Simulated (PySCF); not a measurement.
Runs that did not reach their result, on `C/C=C\[CH+]C` (driver script around PySCF, density fitting, GFN2-xTB geometry as the base; each input is a line of settings and coordinates in Å).

Command:
```bash
OMP_NUM_THREADS=1 python probes_run.py task.json out
```
Input:
```
{"job": {"kind": "uv", "xc": "HF", "basis": "def2-SVPD", "nstates": 12, "ntriplets": 5, "tda": true, "max_iter": 2, "scf": {"max_cycle": 54}}, "charge": 1, "multiplicity": 3}
C      2.173044     0.355900     0.098942
C      1.279104    -0.610431    -0.503126
C     -0.101771    -0.661836    -0.443611
C     -0.904762     0.242029     0.222155
C     -2.347035     0.163179     0.262690
H      2.806937     0.788445    -0.683363
H      1.694372     1.145933     0.668019
H      2.893329    -0.175867     0.731279
H      1.764259    -1.396375    -1.074029
H     -0.591632    -1.476366    -0.963027
H     -0.450452     1.071190     0.753000
H     -2.777823     1.099905    -0.110180
H     -2.684962     0.136062     1.305265
H     -2.753286    -0.682242    -0.286181
```

Output:
```
NotImplementedError: this response code serves closed shells only; the SCF ended at -194.09122936 Eh with <S^2> = 2.0156
```

The run took about 8 s of CPU time (one thread, shared machine).

Task: What went wrong, and what mends it?

Result: Multiplicity 3 makes an open shell, and the driver's response routines handle closed shells alone; the run stopped after the SCF. Use an unrestricted response code, or restore the closed-shell charge and spin. The SCF energy in the message belongs to the altered spin state, and the message doesn't say whether it converged.

Input:
```
{"job": {"kind": "j", "xc": "PBE0", "basis": "def2-SVPD", "scf": {"max_cycle": 3}}, "charge": 2, "multiplicity": 1}
(coordinates as above)
```

Output:
```
RuntimeError: Electron number 37 and spin 0 are not consistent
Note mol.spin = 2S = Nalpha - Nbeta, not 2S+1
```

Task: What went wrong, and what mends it?

Result: 37 electrons can't have multiplicity 1: an even count needs an odd multiplicity, an odd count an even one. Mend the charge or the multiplicity. The run gave no result.

Shape of the structure used: `[CH3:1]/[CH:2]=[CH:3]\[CH+:4][CH3:5]`: C2–C3–C4–C5 180°.
